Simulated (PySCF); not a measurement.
A GIAO shielding run with PySCF (density fitting, non-relativistic, gas phase) on Cyanoethynyl Anion, [C3N]-:

```
$ OMP_NUM_THREADS=1 python probes_run.py task.json out

{"job": {"kind": "nmr", "xc": "wB97X-D", "basis": "pcSseg-2", "pop": false}, "charge": -1, "multiplicity": 1}
C      1.873920     0.174422    -0.579215
C      0.655236     0.056263    -0.348516
C     -0.675216    -0.072751    -0.096461
N     -1.816098    -0.183446     0.119661
```

Hardware: 1 thread of an Arm Neoverse N1, shared host.

(1) How large is the calculation?

(2) How long does it take, and how much memory does it need?

(3) And these other runs on the same molecule and hardware: GIAO shielding at B97-2/pcSseg-2; GIAO shielding at KT3/pcSseg-2; GIAO shielding at PBE0/pcSseg-2?

Answers

(1) 26 electrons, 144 basis functions and 384 auxiliary functions.

(2) 9.1 s of wall time, with 14 SCF cycles and 7 response iterations; peak memory 0.49 GiB. Times on a shared host scatter by some tens of per cent.

(3) B97-2/pcSseg-2: 144 functions, 7.5 s; KT3/pcSseg-2: 144 functions, 11 s; PBE0/pcSseg-2: 144 functions, 12 s.
